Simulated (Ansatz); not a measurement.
A made-up structure of CH5MgSi (charge -1), closed shell:

```csv
atom,x (Å),y (Å),z (Å)
C1,1.1297,-1.1473,1.1001
Mg2,-0.5716,0.4032,-0.2070
Si3,-1.4355,1.5401,-1.5865
H4,-2.5285,1.0864,-2.3713
H5,-1.5047,2.9539,-1.4732
H6,1.5557,-0.7147,1.9690
H7,1.9921,-1.5086,0.6008
H8,0.7243,-2.0447,1.4924
```

It is relaxed with PBE-D4/def2-SVPD and then PBE0-D4/def2-TZVPD (Ansatz 0.2.0). Atoms count as bonded within 1.22 times the sum of their covalent radii (H–H: 0.88 Å). The end point is not checked to be a true minimum.

Does its bonding change? (A judgement: the text doesn't fix the answer.)

Computed: Yes. Formed: C1–Mg2; broken: none.

Where it ends: The first stage lowers the energy by 2.73 eV in 12 steps. It ends as CH₅MgSi ([CH3][Mg][SiH2]), total charge -1:
C1  (0.974, -1.009, 0.998)
Mg2  (-0.003, 0.229, -0.472)
Si3  (-1.228, 1.710, -2.159)
H4  (-2.420, 0.786, -1.782)
H5  (-1.449, 2.593, -0.899)
H6  (1.274, -0.437, 1.887)
H7  (1.887, -1.478, 0.601)
H8  (0.327, -1.825, 1.350)
(Å)

Labels in which every atom is bracketed show which atoms are joined, not bond orders.

For scale, one of the runs: PBE0-D4/def2-TZVPD relaxation, 160 basis functions, launched by `ansatz run in.yaml --threads 2 --pin off --events-out ev --progress --plain --max-ram 4352MiB`. The run took about 37 s on 2 CPU threads of an Arm Neoverse V2 (shared host).
